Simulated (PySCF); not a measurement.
**Working out the ionisation energy of O**

O [He] 2s2 2p4 (3P) → O⁺ [He] 2s2 2p3 (4S). Calculation: PySCF 2.14, in 6-31G* (3s2p1d, 14 functions); the non-relativistic Hamiltonian (point nucleus). Frozen: 1s2. Energies in hartree (1 hartree = 27.21139 eV):

```csv
part,O (lower),O⁺ (upper)
UHF,-74.783181,-74.341075
CCSD correlation,-0.110729,-0.076074
(T),-0.000840,-0.000540
```

What does Hartree-Fock give?

(-74.341075) − (-74.783181) = 0.442106 hartree = 12.030 eV.

What do CCSD and CCSD(T) give?

The CCSD correlation energies differ by 0.034655 hartree = 0.943 eV and the triples by 0.000300 hartree = 0.008 eV, so CCSD gives 12.973 eV and CCSD(T) 12.981 eV.

Measured between the centres of the two terms (NIST): 13.608 eV, so CCSD(T) (valence) is off by -0.627 eV.

What remains against the reference includes basis incompleteness, the frozen core and higher excitations.
